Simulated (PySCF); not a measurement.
# Reproducing measurements on carbon monosulfide

**The experiment to reproduce.**

From NIST CCCBDB Release 22 (SRD 101), experimental dipoles, for the gas: dipole moment (microwave Stark effect, vibrational ground state) 1.958 ± 0.005 D.

From Liu, Meijer, Perez-Rios, Phys. Chem. Chem. Phys. 22 (2020) 24191, for the gas: dipole moment 1.958 D.

The results are set against them at the end.

Compound: carbon monosulfide, CS.
Numbering: `[C-:1]#[S+:2]`

Cartesian coordinates in Å at the GFN2-xTB level; atoms count from 1:
```
atom  x, y, z in Å
C1     0.7620   -0.0034   -0.0023
S2    -0.7592    0.0046   -0.0119
```

Runs made with PySCF (gas phase, on this GFN2-xTB geometry; no spin–orbit coupling):

| level | job | basis functions | wall time |
| --- | --- | --- | --- |
| PBE0/pcSseg-1 | shieldings, charges and field gradients | 41 | 1.4 s |
| PW91/MINI, grid level 1, energy threshold 1e-08 Eh | shieldings | 14 | 0.15 s |
| PBE0/def2-SVPD | 6 singlets by full TDDFT, 2 Tamm–Dancoff triplets, polarisability | 47 | 0.46 s |
| PBE0/pcX-1, grid level 1 | 12 singlets by TDA, 5 Tamm–Dancoff triplets, polarisability | 64 | 0.47 s |
| BLYP/def2-SVPD, start guess atom | 6 singlets by full TDDFT, polarisability, density and orbital grids written | 47 | 0.85 s |

Hardware: Intel Xeon 6975P-C, one thread, shared host.

## Comparison

**Dipole moment.** Measured: 1.958 D (NIST CCCBDB Release 22 (SRD 101), experimental dipoles) and 1.958 D (Liu, Meijer, Perez-Rios, Phys. Chem. Chem. Phys. 22 (2020) 24191). Differences are taken against the first.

```tsv
level	computed (D)	computed − measured (D)	% (from the printed values)
PBE0/pcSseg-1	1.802	-0.156	-8
PW91/MINI	1.514	-0.444	-23
PBE0/def2-SVPD	1.980	+0.022	+1
PBE0/pcX-1	1.816	-0.142	-7
BLYP/def2-SVPD	2.063	+0.105	+5
```

Closest is PBE0/def2-SVPD (+0.022 D), furthest PW91/MINI (-0.444 D); one molecule doesn't rank methods. The computed dipoles belong to one fixed geometry; measured ones are averaged over vibrations unless marked μe. Magnitudes are compared, not signs.

No measured geometry was used, and the causes of the misses weren't examined.
